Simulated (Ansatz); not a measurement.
Wavefunction ladder for `FCS`

Cartesian coordinates in Å:
```
F 0.303 -0.605 -1.371
C -0.115 0.255 -0.383
S 0.774 0.043 1.154
H -1.185 0.105 -0.234
H 0.078 1.279 -0.710
H 0.145 -1.077 1.544
```

Total charge 0; spin multiplicity 1. The structure was optimised at the PBE0-D4/def2-TZVP level. It is one conformer, not always the lowest. Frozen core, restricted reference, the Gaussian-basis code of Ansatz. CBS rows extrapolate triple and quadruple zeta; past MP2 they add the triple-zeta difference.

```tsv
basis	HF (Eh)	MP2 corr.
def2-SVP	-536.33108	-0.45794
def2-TZVPP	-536.64416	-0.60102
def2-QZVPP	-536.66196	-0.65269
```

Estimate the CCSD correlation energy and the (T) correction in each basis where they were run (hartree).


| basis | CCSD corr. | (T) |
| --- | --- | --- |
| def2-SVP | -0.49058 | -0.01119 |
| def2-TZVPP | -0.63052 | -0.02308 |
| CBS(def2) | -0.72046 | as TZ |
